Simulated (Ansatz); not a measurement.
`C=NC(=C)C` and `C=C(C)OC` differ in one atom or group.

Ansatz, PBE0-D4/def2-TZVP geometries, multiplicity 1. Each molecule was computed in one conformer, which needn't be the lowest.

```tsv
property	`C=NC(=C)C`
LUMO energy (PBE0/def2-TZVPP) / eV	-0.81
HOMO energy (PBE/def2-TZVPP) / eV	-5.60
HOMO energy (ωB97M-V/def2-TZVPP) / eV	-8.99
LUMO energy (B3LYP/def2-TZVPP) / eV	-1.07
HOMO energy (PBE0/def2-TZVPP) / eV	-6.76
HOMO–LUMO gap (PBE0/def2-TZVPP) / eV	5.95
```

(1) Give the same properties after the change, and the shifts. (Estimate.)

## Answers

(1) Ansatz gave: 
```csv
property,`C=C(C)OC`,shift
LUMO energy (PBE0/def2-TZVPP) / eV,1.04,1.85
HOMO energy (PBE/def2-TZVPP) / eV,-5.34,0.26
HOMO energy (ωB97M-V/def2-TZVPP) / eV,-8.77,0.22
LUMO energy (B3LYP/def2-TZVPP) / eV,0.78,1.85
HOMO energy (PBE0/def2-TZVPP) / eV,-6.52,0.24
HOMO–LUMO gap (PBE0/def2-TZVPP) / eV,7.57,1.62
```

With PBE0 the HOMO rises by 0.24 eV and the LUMO rises by 1.85 eV, so the gap widens by about 1.61 eV. PBE moves the HOMO by 0.26 eV and ωB97M-V by 0.22 eV.

B3LYP here is the variant with VWN-RPA as its local correlation; programs differ in this.
